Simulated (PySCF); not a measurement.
Geometry:
| atom | x (Å) | y (Å) | z (Å) |
| --- | --- | --- | --- |
| C1 | 0.744 | 1.027 | -0.296 |
| C2 | -0.465 | 0.230 | 0.110 |
| C3 | -0.276 | -1.261 | 0.183 |
| F4 | -1.485 | 0.501 | -0.763 |
| F5 | -0.896 | 0.678 | 1.331 |
| H6 | 1.071 | 0.728 | -1.292 |
| H7 | 1.556 | 0.862 | 0.412 |
| H8 | 0.488 | 2.087 | -0.307 |
| H9 | 0.513 | -1.503 | 0.896 |
| H10 | -0.001 | -1.650 | -0.798 |
| H11 | -1.207 | -1.726 | 0.507 |

Theoretical values (PySCF 2.14): geometry: PBE0-D3(BJ)/def2-TZVP, shieldings: GIAO B97-2/pcSseg-2. Relativity neglected, fast rotation and ring inversion assumed for equivalent nuclei, single conformer, in vacuum.

List the cross peaks expected in HSQC, COSY and HMBC spectra.

Answers



HSQC (one-bond C–H):
```tsv
δH	δC
1.49 (H6/H7/H8/H9/H10/H11)	26.6 (C1/C3)
```

HMBC (two and three bonds, from the bond graph):
```tsv
δH	δC
1.49 (H6/H7/H8/H9/H10/H11)	130.6 (C2), 26.6 (C1/C3)
```

No COSY cross peaks are expected.

Shifts are taken against calculated references (same method and geometry level): TMS for ¹H and ¹³C.

Shifts are as computed. Against solution values, carbons near 30 ppm lie about +3 ppm off and those near 130 ppm about +7 ppm. Of 1211 compounds with measured shifts, 218 miss one by over three times the rms of a fit or turn the order of signals round; such compounds aren't used in these exercises.
